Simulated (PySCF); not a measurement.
A search over the determinants of LiMg

Unrestricted PBE0; Li def2-SVP, Mg def2-SVP; no relativity (PySCF 2.14). Outer shells of the fragments: Li 2s1; Mg 3s2.

Followed along the bond (rough minima from three points):

```json
{"2Ms+1": "2", "unpaired": "σ ↑", "⟨S²⟩ at the start": "0.77", "R at minimum (Å)": "3.12", "Te (eV)": "0.00"}
{"2Ms+1": "2", "unpaired": "π ↑", "⟨S²⟩ at the start": "0.76", "R at minimum (Å)": "2.59", "Te (eV)": "0.85"}
{"2Ms+1": "4", "unpaired": "σ ↑↑, π ↑", "⟨S²⟩ at the start": "3.75", "R at minimum (Å)": "3.02", "Te (eV)": "2.41"}
```

Solutions found at the starting distance of 2.640 Å, counted from the lowest of them; the search is not exhaustive and high or unbound solutions are not listed, so other states can lie among these:

```csv
2Ms+1,unpaired,term,E (eV),⟨S²⟩,⟨Lz²⟩,μ (D)
2,σ ↑,²Σ⁺,0.00,0.77,0.00,-1.21
2,π ↑,²Π,0.71,0.76,1.01,-3.19
4,"σ ↑↑, π ↑",⁴Π,2.36,3.75,1.00,-3.26
4,"σ ↑, π ↑↑",⁴Σ⁻,3.02,3.75,0.00,-2.66
2,"σ ↑↑, π ↓",mixed,3.16,1.75,1.00,-3.56
4,σ ↑↑↑,⁴Σ⁺,3.21,3.75,0.00,5.24
2,"σ ↑, π ↑↓",mixed,3.70,1.75,2.01,-2.42
2,σ ↑,mixed,4.15,0.84,2.00,-1.98
4,"σ ↑, π ↑↑",mixed,5.12,3.75,2.00,-0.04
```

A term symbol is given only where ⟨S²⟩ and ⟨Lz²⟩ are close to those of a pure state; real π, δ and φ orbitals otherwise mix terms. A positive dipole means Li(−)Mg(+).

Q: Compare the gap between the two lowest followed solutions at the starting distance with the gap between their minima.

A: At PBE0 the second solution (doublet, unpaired electrons π ↑) lies +0.71 eV from the first (doublet, unpaired electrons σ ↑) at 2.640 Å and +0.85 eV at the minima; the two curves relax by different amounts, since their minima lie near 2.59 and 3.12 Å.

Counting both spins, an empty level lies below a filled one in some of these solutions, because spin and occupation are held.
